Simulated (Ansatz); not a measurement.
This geometry of C2H3O2 (7 atoms, charge 0, multiplicity 2) is a first-order saddle point.

Computed with Ansatz 0.2.0, UKS PBE-D4/6-31G*.

```xyz
7
Properties=species:S:1:pos:R:3
C -0.639 0.903 0.402
O 0.476 0.490 -0.303
C 0.743 -0.877 -0.306
O 0.331 -1.634 -1.145
H -1.497 0.222 0.423
H -0.775 1.984 0.355
H 1.423 -1.155 0.529
```

Problem. Which two structures does it join? (They come from a converged band through this point; their orientation in space is the band's.)

Solution. No bond is made or broken. The dihedral C1–O2–C3–O4 goes from 0 to -178°.

First end point:

```xyz
7
Properties=species:S:1:pos:R:3
C -0.737 0.906 -0.081
O 0.517 0.475 0.245
C 0.790 -0.869 0.092
O 0.007 -1.704 -0.310
H -1.466 0.186 -0.447
H -0.889 1.973 0.057
H 1.840 -1.036 0.400
```

Last end point:

```xyz
7
Properties=species:S:1:pos:R:3
C -0.765 0.878 0.165
O 0.548 0.490 0.129
C 0.836 -0.842 -0.073
O 1.970 -1.255 -0.084
H -1.539 0.162 -0.125
H -0.906 1.956 0.161
H -0.083 -1.457 -0.219
```

Problem. How far does it lie above each of them?

Solution. 13.8 kcal/mol above the first and 9.5 kcal/mol above the second. This is the barrier of this one path; another mechanism may lie lower.

The run took 6.3 min on 1 thread of Intel(R) Xeon(R) Processor @ 2.50GHz (Skylake/Cascade Lake), with other jobs on the host, peak memory 0.14 GiB.
